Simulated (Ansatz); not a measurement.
A made-up structure of BSiH3F, doublet:

```tsv
atom	x (Å)	y (Å)	z (Å)
B1	0.2993	-0.4976	-0.8921
Si2	-0.2459	0.3604	0.7088
F3	-0.0379	1.9119	1.0113
H4	0.0671	-1.6681	-0.9562
H5	0.8379	0.0986	-1.7721
H6	0.1353	2.6636	1.4941
```

It is relaxed with PBE-D4/def2-SVP and then PBE0-D4/def2-TZVP (Ansatz 0.2.0). Atoms count as bonded within 1.22 times the sum of their covalent radii (H–H: 0.88 Å). The end point is not checked to be a true minimum.

Question: Does its bonding change? (A judgement: the text doesn't fix the answer.)

Answer: The calculation gives: Yes. Formed: none; broken: Si2–F3.

Where it ends: The first stage lowers the energy by 2.59 eV in 13 steps. It ends as a complex of BSiH₂ ([BH2][Si]) + HF:
```
6
angstrom
B 0.2534 -0.5232 -0.8128
Si -0.3994 -0.0074 0.9304
F 0.2864 2.2486 0.6991
H 0.0982 -1.6757 -1.1269
H 0.7950 0.2012 -1.5995
H 0.0222 2.6252 1.5036
```

Labels in which every atom is bracketed show which atoms are joined, not bond orders.

For scale, one of the runs: PBE0-D4/def2-TZVP relaxation, 117 basis functions, launched by `ansatz run in.yaml --threads 2 --pin off --events-out ev --progress --plain --max-ram 4352MiB`. Hardware: 2 CPU threads of an Arm Neoverse V1, shared host. Wall time about 22 s.
